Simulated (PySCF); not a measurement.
Work out the structure from these simulated measurements.

Formula: C2H2F4.

- Couplings: largest of the computed one-bond spin–spin couplings (means over like bonds): 19F–13C -308.6 (×4), 13C–1H +193.5 (×2), 13C–13C +68.7 Hz [B3LYP/pcJ-1]
- Rotational structure: rotational constants A, B, C: 5.249, 3.057, 2.044 GHz [GFN2-xTB]
- 13C NMR: chemical shifts (computed TMS as zero) by class: 117.7 (2 C) ppm [GIAO PBE0/pcSseg-1]
- Dipole: 0.00 D by symmetry (numerical residue 0.01 D) [PBE0/pcSseg-1]
- 1H NMR: chemical shifts (computed TMS as zero) by class: 5.97 (2 H) ppm [GIAO PBE0/pcSseg-1]
- NMR, other nuclei: isotropic shieldings of nuclei other than C and H, by class: 324 (4 F) ppm [GIAO PBE0/pcSseg-1]

Electronic properties: PySCF, gas phase, density fitting. Levels stand in brackets. One conformer (not necessarily the lowest) at the GFN2-xTB geometry, without solvent, vibrations or thermal averaging. NMR classes are plain means over equivalent atoms (diastereotopic ones count apart unless rotation or inversion swaps them), as if these changed places fast.

Task: Propose a structure and show how it fits.

Result: Numbering: `[F:1][CH:2]([F:3])[CH:4]([F:5])[F:6]`. Its formula, C2H2F4, gives 0 degrees of unsaturation, so no ring and no π bond. 2 carbons fall into 1 class: CHF2 carbon [C2/C4] (117.7 ppm, 2 C). All hydrogens form one class (5.97 ppm): methine hydrogen. The other shieldings belong to: 324 ppm, fluorine of a CF2 group [F1/F3/F5/F6]. The couplings run between: -308.6 Hz, fluorine of a CF2 group [F1] and CHF2 carbon [C2] (with 3 like pairs); +193.5 Hz, CHF2 carbon [C2] and its hydrogen (with 1 like pair); +68.7 Hz, CHF2 carbon [C2] and CHF2 carbon [C4]. The vanishing dipole is forced by symmetry. The optimised geometry has point group C2h and is an asymmetric top. Structure: CHF2CHF2 (`FC(F)C(F)F`). Computed isomers that give other values at the same levels: `FCC(F)(F)F` (13C chemical shifts (computed TMS as zero) by class: 131.4 (1 C), 83.9 (1 C) ppm). The assignments are read from this structure; whether some other isomer fits the data as well wasn't checked.

The values belong to the conformer `[F:1][CH:2]([F:3])[CH:4]([F:5])[F:6]`: F1–C2–C4–F5 180°.
